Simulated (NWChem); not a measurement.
Species: C$_{4}$H$_{6}$; SMILES C(C)#CC

```xyz
10

C      2.0453    -0.1008    -0.2332
C      0.6016    -0.0295    -0.0676
C     -0.6018     0.0285     0.0667
C     -2.0453     0.1005     0.2333
H      2.5013     0.9018    -0.2121
H      2.3136    -0.5681    -1.1939
H      2.5125    -0.6948     0.5682
H     -2.5722    -0.3320    -0.6320
H     -2.3831     1.1434     0.3409
H     -2.3718    -0.4490     1.1303
```
Atoms are numbered in this order, from 1.

Program: NWChem. Pople sets run with spherical d functions. Structure relaxed at the PBE0/def2-SVP level. B3LYP is NWChem's, with the RPA form of VWN correlation. GIAO values for the isolated, static molecule; σ is the absolute isotropic shielding, δ = σ(reference) − σ with the isolated reference molecule computed at the same levels (13C: tetramethylsilane, 1H: tetramethylsilane).

```csv
level,δ C1 (ppm),δ C2 (ppm),δ H5 (ppm)
"LDA (Slater exchange, VWN5)/pcSseg-1",2.8,82.0,1.77
KT2/pcSseg-1,5.7,72.0,1.88
PBE/pcSseg-1,5.0,77.6,1.82
B3LYP/6-31G*,4.6,___,___
```

Problem. Some entries are withheld; supply them.

Solution. 
- B3LYP/6-31G*, δ C2 (ppm): 67.2
- B3LYP/6-31G*, δ H5 (ppm): 1.60
